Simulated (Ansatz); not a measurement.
**BH₃Cl (doublet): wave-function methods side by side at distance B1–H4 along a hydrogen transfer = 1.110 Å, cc-pVDZ**

How much of the correlation energy of BH₃Cl (doublet) does each wave-function method recover here?

Method: cc-pVDZ, core rule «outside noble gas», up to 6 orbitals frozen; program: Ansatz 0.2.0, Gaussian basis.

Plan: UHF; CCSD(T) on ROHF; CCSD(T) on UHF; BCCD(T) on ROHF; CISD; CCSDT(Q) on ROHF; CCSDT(Q) on UHF; CASSCF and MRCISD+Q, 3 electrons in 3 orbitals; CASSCF and NEVPT2, 3 electrons in 3 orbitals.

19 further runs of the same task are left out: 9 for a known fault of the program, 1 for a mislabelled method, 5 that didn't finish, 4 set aside as unsound or not needed.

## 1. What is computed

The geometry derives from fragments relaxed apart (PBE0/def2-TZVP) and kept rigid, so it is no stationary point. A hydrogen atom is moved between rigid fragments.

5 atoms, charge 0, spin multiplicity 2.

Atoms are counted from 1 here; the program's logs count them from 0.

Bond lengths: B1–H2 1.193 Å, B1–H3 1.193 Å, B1–H4 1.110 Å. Angles: H2–B1–H3 120.0°, H2–B1–H4 120.0°, H3–B1–H4 120.0°.

## 2. UHF

Contents of in.yaml:

```yaml
crystal:
  periodic: [false, false, false]
  atoms:
    - {symbol: B, position_ang: [-2.051191, 0.000000, 0.000000]}
    - {symbol: H, position_ang: [-2.647924, 1.033571, 0.000000]}
    - {symbol: H, position_ang: [-2.647924, -1.033571, 0.000000]}
    - {symbol: H, position_ang: [-0.941191, 0.000000, 0.000000]}
    - {symbol: Cl, position_ang: [0.802809, 0.000000, 0.000000]}
basis:
  gaussian: {orbitals: cc-pVDZ}
magnetization: {spin_polarized: true, initial_magnetization: 1}
hamiltonian: {xc: hf}
output: {orbitals: {seedname: orbitals}}
```

Launch:

```bash
> ansatz run in.yaml --threads 1 --pin off --events-out ev --progress --plain --max-ram 2393MiB
```

Further steps of the session: CCSD(T) on ROHF; CCSD(T) on UHF; BCCD(T) on ROHF; CISD; CCSDT(Q) on ROHF; CCSDT(Q) on UHF; CASSCF and MRCISD+Q, 3 electrons in 3 orbitals; CASSCF and NEVPT2, 3 electrons in 3 orbitals.

Q: Predict the results of all the runs planned. Wanted: UCCSDT(Q) below the RHF energy; RMP2 from UCCSDT(Q); UMP2 from UCCSDT(Q); RCCSD from UCCSDT(Q); RCCSD(T) from UCCSDT(Q); UCCSD(T) from UCCSDT(Q); RCCSDT(Q) from UCCSDT(Q); NEVPT2 pair from UCCSDT(Q); MRCISD+Q pair from UCCSDT(Q).

As calculated:

| quantity | value |
| --- | --- |
| UCCSDT(Q) below the RHF energy | -7.1557 eV |
| RMP2 from UCCSDT(Q) | +27.19 kcal/mol |
| UMP2 from UCCSDT(Q) | +27.66 kcal/mol |
| RCCSD from UCCSDT(Q) | +3.08 kcal/mol |
| RCCSD(T) from UCCSDT(Q) | +0.61 kcal/mol |
| UCCSD(T) from UCCSDT(Q) | +0.60 kcal/mol |
| RCCSDT(Q) from UCCSDT(Q) | +0.01 kcal/mol |
| NEVPT2 pair from UCCSDT(Q) | +27.31 kcal/mol |
| MRCISD+Q pair from UCCSDT(Q) | +0.63 kcal/mol |
| levels within 1 kcal/mol (43 meV) | RCCSD(T), UCCSD(T), BCCD(T), RCCSDT, UCCSDT, RCCSDT(Q), MRCISD+Q pair |
| T1 diagnostic | 0.017 |

In words: RCCSD(T) lands +0.61 kcal/mol from the yardstick (0.4 % of the correlation energy). Of the multireference levels listed MRCISD+Q pair comes nearest in total energy (+0.63 kcal/mol), which doesn't show that its space is the better one. These misses are within one basis, not against nature; the frozen cores of restricted and unrestricted runs differ, which can shift their rows.
